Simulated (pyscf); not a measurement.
Elementary routes open to H₂O + O=Sn: [singlet] in the gas phase (singlet surface):
A. O=SnH–OH (H–O broken; O–Sn, H–Sn formed)
B. HO–Sn:–OH [singlet] (H–O broken; O–Sn, H–O formed)

Single points on ωB97X-D3(BJ)/def2-SVP structures (PySCF, gas phase). MP2 and CC: frozen core, UHF for open shells. ΔMP2 is the change of the MP2 total energy from the triple- to the quadruple-zeta basis.

Problem. Rank the routes by free-energy barrier at 900 K, lowest first, for CCSD(T)/def2-TZVPP + ΔMP2(QZVPP) energies (ideal gas, 1 atm, RRHO with modes under 100 cm⁻¹ raised to 100, one conformer, R ln 2 for chiral ones without a mode under 150 cm⁻¹).

Solution. B (0.87 eV), A (3.47 eV)

Route B is the fastest of these, ahead of the next by 2.59 eV. The most stable products are those of B (ΔG = -0.56 eV), so kinetics and thermodynamics agree. At 298 K B is still the fastest. A: On the reactant side the descent ends in an adduct with a O–Sn contact, 0.60 eV under the separated species and 2.96 eV under the saddle at ωB97X-D3(BJ)/def2-TZVP. B: On the reactant side the descent ends in an adduct with a O–Sn contact, 0.60 eV under the separated species and 0.08 eV under the saddle at ωB97X-D3(BJ)/def2-TZVP. Only these routes are compared; each barrier is that of the saddle found, and lower ones may exist. The CCSD(T) − MP2 part came from Ansatz, without density fitting, on the same reference. The largest closed-shell T1 diagnostic is 0.033, which may signal static correlation. The frozen core leaves the outer d or s,p core shells of the metals and heavy elements correlated in the MP2 and CC values, and def2-TZVPP describes them poorly, which can shift differences by a few kcal/mol. Elements past Kr carry the def2 core potentials, without spin-orbit coupling.
